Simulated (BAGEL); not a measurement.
**P4 (SMILES P12P3P1P23): levels of theory compared**

Wanted: a comparison of 4 runs (B3LYP/6-31G*, B3LYP/def2-SVPD, PBE0/def2-SVPD, RI-MP2/def2-SVPD) of P4. 

The calculation is run with BAGEL 1.2.2.

9 further runs of the same task are left out: 5 that didn't finish, 4 set aside as unsound or not needed. Runs told in other sessions of the task aren't counted.

## Step 1: Starting point

P4: 4 atoms, total charge 0, spin state singlet. As SMILES, `P12P3P1P23`. The coordinates come from a PBE0-D4/def2-TZVP relaxation.

Bond lengths: P1–P2 2.184 Å, P1–P3 2.184 Å, P2–P3 2.184 Å, P1–P4 2.184 Å, P2–P4 2.184 Å, P3–P4 2.184 Å. Some angles: P1–P2–P3 60.0°, P1–P2–P4 60.0°, P3–P2–P4 60.0°, P2–P1–P3 60.0°, P2–P1–P4 60.0°, P3–P1–P4 60.0°, P1–P3–P2 60.0°, P1–P3–P4 60.0°, P2–P3–P4 60.0°, P1–P4–P2 60.0°.

## Step 2: The energy at B3LYP/6-31G(d) (density fitting with qzvpp-jkfit, spherical functions) (run 1)

calc.json reads:

```json
{ "bagel" : [

{
  "title" : "molecule",
  "basis" : "6-31gs.json",
  "df_basis" : "qzvpp-jkfit",
  "angstrom" : "true",
  "geometry" : [
    { "atom" : "P", "xyz" : [      -0.724800,      -0.100000,       1.119400 ] },
    { "atom" : "P", "xyz" : [       1.294900,       0.109800,       0.315700 ] },
    { "atom" : "P", "xyz" : [      -0.185000,      -1.091700,      -0.749800 ] },
    { "atom" : "P", "xyz" : [      -0.385100,       1.081900,      -0.685200 ] }
  ]
},

{
  "title" : "ks",
  "xc_func" : "b3lyp"
},

{
  "title" : "print",
  "file" : "orbitals.molden",
  "orbitals" : "true"
}

]}
```

The basis set 6-31G* is read from a file made from the Basis Set Exchange's data (not shown).

Run with:

```console
$ BAGEL_NUM_THREADS=1 BAGEL calc.json > calc.out
```

The log of the run:

```text
* using 1 threads per process

  ===============================================================
  ===============================================================

  *** Geometry ***

  { "atom" : "P", "xyz" : [     -1.369673,     -0.188973,      2.115359 ] },
  { "atom" : "P", "xyz" : [      2.447006,      0.207492,      0.596587 ] },
  { "atom" : "P", "xyz" : [     -0.349599,     -2.063014,     -1.416917 ] },
  { "atom" : "P", "xyz" : [     -0.727734,      2.044495,     -1.294840 ] },

  Number of auxiliary basis functions:      512

  Since a DF basis is specified, we compute 2- and 3-index integrals:
    o Being stored without compression. Storage requirement is 0.021 GB

  Number of basis functions:       72
  Number of electrons      :       60

    * METHOD: MOLECULE                             0.41

  *** Kohn-Sham DFT ***

    * Removing 8356 points whose weight is below 1.00e-10
    * Grid points: 51268

  === Nuclear Repulsion ===
   327.1324241954

       - DIIS with orbital gradients will be used.

  === KS iteration (b3lyp / 6-31gs.json) ===
      0      -1344.46189118          0.14336350           0.32
      1      -1352.99127705          0.08607372           0.29
      2      -1354.24673897          0.10988845           0.27
[... 16 lines of this table left out ...]
     19      -1365.43000636          0.00000000           0.28
    * SCF iteration converged.

    * Permanent dipole moment:
           (    0.000021,     0.000005,     0.000012) a.u.

    * METHOD: KS                                   5.85

    * METHOD: PRINT                                0.02

  ===============================================================
```

Run time: 6.6 s. Hardware: 1 thread of Arm Neoverse N1, shared host; peak memory 0.23 GiB.

## Step 3: A single-point energy at B3LYP/def2-SVPD (density fitting with qzvpp-jkfit) (run 2)

calc.json reads:

```json
{ "bagel" : [

{
  "title" : "molecule",
  "basis" : "def2-svpd.json",
  "df_basis" : "qzvpp-jkfit",
  "angstrom" : true,
  "geometry" : [
    { "atom" : "P", "xyz" : [   -0.724800,   -0.100000,    1.119400 ] },
    { "atom" : "P", "xyz" : [    1.294900,    0.109800,    0.315700 ] },
    { "atom" : "P", "xyz" : [   -0.185000,   -1.091700,   -0.749800 ] },
    { "atom" : "P", "xyz" : [   -0.385100,    1.081900,   -0.685200 ] }
  ]
},
{ "title" : "ks", "xc_func" : "b3lyp" },
{ "title" : "print", "file" : "orbitals.molden", "orbitals" : true }

]}
```

The basis set def2-SVPD is read from a file made from the Basis Set Exchange's data (not shown).

Run with:

```console
$ BAGEL_NUM_THREADS=1 BAGEL calc.json > calc.out
```

The log of the run:

```text
* using 1 threads per process

  ===============================================================
  ===============================================================

  *** Geometry ***

  { "atom" : "P", "xyz" : [     -1.369673,     -0.188973,      2.115359 ] },
  { "atom" : "P", "xyz" : [      2.447006,      0.207492,      0.596587 ] },
  { "atom" : "P", "xyz" : [     -0.349599,     -2.063014,     -1.416917 ] },
  { "atom" : "P", "xyz" : [     -0.727734,      2.044495,     -1.294840 ] },

  Number of auxiliary basis functions:      512

  Since a DF basis is specified, we compute 2- and 3-index integrals:
    o Being stored without compression. Storage requirement is 0.038 GB

  Number of basis functions:       96
  Number of electrons      :       60

    * METHOD: MOLECULE                             0.38

  *** Kohn-Sham DFT ***

    * Removing 8356 points whose weight is below 1.00e-10
    * Grid points: 51268

  === Nuclear Repulsion ===
   327.1324241954

       - DIIS with orbital gradients will be used.

  === KS iteration (b3lyp / def2-svpd.json) ===
      0      -1344.45125921          0.12246351           0.42
      1      -1347.74150454          0.08469722           0.40
      2      -1353.13503729          0.09596269           0.40
[... 19 lines of this table left out ...]
     22      -1365.09757872          0.00000001           0.40
    * SCF iteration converged.

    * Permanent dipole moment:
           (    0.000008,     0.000002,     0.000004) a.u.

    * METHOD: KS                                   9.50

    * METHOD: PRINT                                0.03

  ===============================================================
```

Run time: 10 s. Hardware: 1 thread of Arm Neoverse N1, shared host; peak memory 0.29 GiB.

## Step 4: A single-point energy at PBE0/def2-SVPD (density fitting with qzvpp-jkfit) (run 3)

job.json reads:

```json
{ "bagel" : [

{
  "title" : "molecule",
  "basis" : "def2-svpd.json",
  "df_basis" : "qzvpp-jkfit",
  "angstrom" : true,
  "geometry" : [
    { "atom" : "P", "xyz" : [      -0.724800,      -0.100000,       1.119400 ] },
    { "atom" : "P", "xyz" : [       1.294900,       0.109800,       0.315700 ] },
    { "atom" : "P", "xyz" : [      -0.185000,      -1.091700,      -0.749800 ] },
    { "atom" : "P", "xyz" : [      -0.385100,       1.081900,      -0.685200 ] }
  ]
},

{
  "title" : "ks",
  "xc_func" : "pbe0"
},

{
  "title" : "print",
  "file" : "orbitals.molden",
  "orbitals" : true
}

]}
```

The basis set def2-SVPD is read from a file made from the Basis Set Exchange's data (not shown).

Run with:

```console
$ BAGEL_NUM_THREADS=1 BAGEL job.json > job.out
```

The log of the run:

```text
* using 1 threads per process

  ===============================================================
  ===============================================================

  *** Geometry ***

  { "atom" : "P", "xyz" : [     -1.369673,     -0.188973,      2.115359 ] },
  { "atom" : "P", "xyz" : [      2.447006,      0.207492,      0.596587 ] },
  { "atom" : "P", "xyz" : [     -0.349599,     -2.063014,     -1.416917 ] },
  { "atom" : "P", "xyz" : [     -0.727734,      2.044495,     -1.294840 ] },

  Number of auxiliary basis functions:      512

  Since a DF basis is specified, we compute 2- and 3-index integrals:
    o Being stored without compression. Storage requirement is 0.038 GB

  Number of basis functions:       96
  Number of electrons      :       60

    * METHOD: MOLECULE                             0.38

  *** Kohn-Sham DFT ***

    * Removing 8356 points whose weight is below 1.00e-10
    * Grid points: 51268

  === Nuclear Repulsion ===
   327.1324241954

       - DIIS with orbital gradients will be used.

  === KS iteration (pbe0 / def2-svpd.json) ===
      0      -1343.91721531          0.12237427           0.41
      1      -1346.57348558          0.08386937           0.39
      2      -1352.97660936          0.09542098           0.39
[... 16 lines of this table left out ...]
     19      -1364.53935382          0.00000001           0.40
    * SCF iteration converged.

    * Permanent dipole moment:
           (    0.000004,     0.000006,     0.000004) a.u.

    * METHOD: KS                                   8.17

    * METHOD: PRINT                                0.03

  ===============================================================
```

It took 8.7 s on 1 thread of Arm Neoverse N1, shared host; peak memory 0.29 GiB.

## Step 5: A single-point energy at RI-MP2/def2-SVPD (density fitting with qzvpp-jkfit) (run 4)

input.json reads:

```json
{ "bagel": [

{
  "title": "molecule",
  "basis": "def2-svpd.json",
  "df_basis": "qzvpp-jkfit",
  "angstrom": true,
  "geometry": [
    { "atom": "P", "xyz": [   -0.724800,   -0.100000,    1.119400 ] },
    { "atom": "P", "xyz": [    1.294900,    0.109800,    0.315700 ] },
    { "atom": "P", "xyz": [   -0.185000,   -1.091700,   -0.749800 ] },
    { "atom": "P", "xyz": [   -0.385100,    1.081900,   -0.685200 ] }
  ]
},
{ "title": "hf" },
{ "title": "mp2", "ncore": 20 }

]}
```

The basis set def2-SVPD is read from a file made from the Basis Set Exchange's data (not shown).

Run with:

```console
$ BAGEL_NUM_THREADS=1 BAGEL input.json > input.out
```

The log of the run:

```text
* using 1 threads per process

  ===============================================================
  ===============================================================

  *** Geometry ***

  { "atom" : "P", "xyz" : [     -1.369673,     -0.188973,      2.115359 ] },
  { "atom" : "P", "xyz" : [      2.447006,      0.207492,      0.596587 ] },
  { "atom" : "P", "xyz" : [     -0.349599,     -2.063014,     -1.416917 ] },
  { "atom" : "P", "xyz" : [     -0.727734,      2.044495,     -1.294840 ] },

[... 23 lines left out ...]
    * SCF iteration converged.
[... 1 line left out ...]
    * Permanent dipole moment:
[... 2 lines left out ...]
    * METHOD: HF                                   1.93

  *** RHF ***

  === Nuclear Repulsion ===
   327.1324241954

      * DIIS with orbital gradients will be used.

  === RHF iteration (def2-svpd.json) ===
      0      -1362.55827590          0.00000000           0.15
    * SCF iteration converged.

    * Permanent dipole moment:
           (    0.000014,     0.000007,     0.000006) a.u.

  === DF-MP2 calculation ===

    * freezing 20 orbitals
    * 3-index integral transformation done
    * assembly done

      MP2 correlation energy:   -0.4789800948      0.05

      MP2 total energy:       -1363.0372559898

    * METHOD: MP2                                  0.37

  ===============================================================
```

Wall time 2.8 s (1 thread of Arm Neoverse N1, shared host); peak memory 0.15 GiB.

## Step 6: Overview of the runs

```tsv
run	level	frozen core orbitals	energy (Eh)	dipole moment (D)	HOMO energy (eV)	LUMO energy (eV)	wall time
1	B3LYP/6-31G* (density fitting with qzvpp-jkfit, spherical functions)	–	-1365.430006	0.00	-7.46	-0.87	6.6 s
2	B3LYP/def2-SVPD (density fitting with qzvpp-jkfit)	–	-1365.097579	0.00	-7.40	-0.82	10 s
3	PBE0/def2-SVPD (density fitting with qzvpp-jkfit)	–	-1364.539354	0.00	-7.69	-0.69	8.7 s
4	RI-MP2/def2-SVPD (density fitting with qzvpp-jkfit)	20	-1363.037256	–	–	–	2.8 s
```

## Step 7: Results

| quantity | value |
| --- | --- |
| run 4: total energy | -1363.03726 Eh |
| run 4: correlation energy (20 core orbitals frozen) | -479.0 mEh |

What this shows: Over runs 1, 2, 3 the HOMO–LUMO gap runs from 6.58 eV (B3LYP/def2-SVPD) to 7.00 eV (PBE0/def2-SVPD). Totals of different functionals can't be ranked against each other. All runs together took 28 s, the longest 10 s.
